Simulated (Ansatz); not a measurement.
**Yttrium, hcp: convergence with the plane-wave cutoff**

Computed with Ansatz, LDA, scalar-relativistic PAW, on the relaxed cell (a = 3.539 Å, c = 5.525 Å (c/a = 1.561); spin not included). Errors count from a run at 420 eV on a Γ-centred 17×17×10 mesh with Fermi-Dirac smearing of 0.1 eV, extrapolated to zero width. Fixed here: mesh 10×10×6, Fermi-Dirac width 0.1 eV. The pressure holds a Pulay correction and is unreliable far below the recommended cutoff. The SCF starts from atomic densities corrected by a trained network.

```
cutoff (eV)  E(σ→0) error (meV/atom)  P (GPa)  SCF iterations
        150                   4395.8     0.13               6
        250                     97.4     0.10               6
        300                      7.4     0.03               6
        350                     -0.8     0.04               6
        420                     -1.1     0.04               6
        500                     -1.3     0.04               6
        600                     -1.3     0.04               6
        800                     -1.4     0.04               6
```

**Question.** What does the run at 200 give (cutoff)?

**Answer.** E(σ→0) error (meV/atom): 744.4; P (GPa): 0.16; SCF iterations: 6.

Within 5 meV/atom of the last row: from 350 eV on.
